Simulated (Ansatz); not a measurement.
System: solid iodine. Method: rVV10 in Ansatz (plane waves, PAW).

Settings: plane-wave cutoff 520 eV, 8×8×4 k mesh (along the axes of the cell as run), Fermi–Dirac smearing 0.01 eV, scalar-relativistic PAW data made under PBE.

Computed at the level's own relaxed cell.

Question: What does this level give for the equilibrium lattice constant a, pressure derivative B′ of the bulk modulus, smallest direct gap on the k points sampled, band gap and direct gap at Γ?

Answer: 
* **equilibrium lattice constant a**: 7.349 Å
* **pressure derivative B′ of the bulk modulus**: 6.9
* **smallest direct gap on the k points sampled**: 1.05 eV
* **band gap**: 0.74 eV
* **direct gap at Γ**: 1.09 eV

Note: the bulk modulus comes from volumes at which shape and atoms were relaxed.

Spin–orbit coupling is not included; with these elements it can move the gap by several tenths of an eV or more.

The result took about 16 core-minutes (a rough figure).

Ansatz is a program for electronic structure.
